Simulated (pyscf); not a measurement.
PySCF, gas phase, ωB97X-D3(BJ)/def2-SVP geometries. Correlated levels are frozen-core, on RHF or UHF. ΔMP2 is the change of the MP2 total energy from the triple- to the quadruple-zeta basis.

**Question.** PBE/def2-TZVP puts the barrier of BH₃ + HO–SiH₃ → H₂B–OH + SiH₄ (four-centre exchange; singlet surface; B–H, O–Si broken, B–O, H–Si formed) at -6.3 kcal/mol and the reaction energy at -20.1 kcal/mol, from the separated reactants. What do B3LYP-D3(BJ)/def2-TZVP, M06-2X/def2-TZVP, CCSD(T)/def2-TZVPP + ΔMP2(QZVPP) give on the same structures?

**Answer.** B3LYP-D3(BJ): ΔE‡ = 1.3 kcal/mol, ΔE = -17.3 kcal/mol; M06-2X: ΔE‡ = -0.3 kcal/mol, ΔE = -15.6 kcal/mol; CCSD(T): ΔE‡ = 1.2 kcal/mol, ΔE = -16.1 kcal/mol. PBE's barrier lies under all of them, by 6.0 to 7.6 kcal/mol. Its reaction energy lies under all of them, by 2.8 to 4.5 kcal/mol. On the reactant side the descent ends in an adduct with a B–O contact, 16.1 kcal/mol under the separated species and 14.7 kcal/mol under the saddle at ωB97X-D3(BJ)/def2-TZVP. At PBE, M06-2X the saddle lies under the separated reactants, which points to a path from their complex (located at ωB97X-D3(BJ) alone). What is counted as formed (B–O) is already present as a longer contact in the reactant adduct; forming that adduct is a step of its own. At the saddle there is also a short B–Si contact that neither side keeps. At ωB97X-D3(BJ) the barrier from the zero used here is -1.3 kcal/mol. This is the saddle that the search found; another between the same sides may lie lower. The CCSD(T) − MP2 part came from Ansatz, without density fitting, on the same reference.
